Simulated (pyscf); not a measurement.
Thermochemistry of product channels of hydroxymethyl (•H₂C–OH) on the doublet surface, in kcal/mol, from CCSD(T)/def2-TZVPP + ΔMP2(QZVPP) energies (ideal gas, 1 atm, RRHO with modes under 100 cm⁻¹ raised to 100, one conformer, R ln 2 for rigid chiral ones). Single points on ωB97X-D3(BJ)/def2-SVP structures (PySCF, gas phase). MP2 and CC: frozen core, UHF for open shells. ΔMP2 is the change of the MP2 total energy from the triple- to the quadruple-zeta basis.

```tsv
products	ΔE	ΔH(298 K)	ΔG(298 K)	ΔG(900 K)
formaldehyde (H₂C=O) + H atom (H•)	+35.4	+29.8	+23.2	(withheld)
methylene (CH₂) [triplet] + hydroxyl (OH•)	(withheld)	+104.9	+95.3	+75.1
```

Problem. Some entries are withheld; supply them.

Solution. 
- formaldehyde (H₂C=O) + H atom (H•), ΔG(900 K): +9.1
- methylene (CH₂) [triplet] + hydroxyl (OH•), ΔE: +110.5

These are energies of the channels, which say nothing of barriers. The CCSD(T) − MP2 part came from Ansatz, without density fitting, on the same reference. Left out: orbital degeneracy and the spin-orbit lowering of OH.
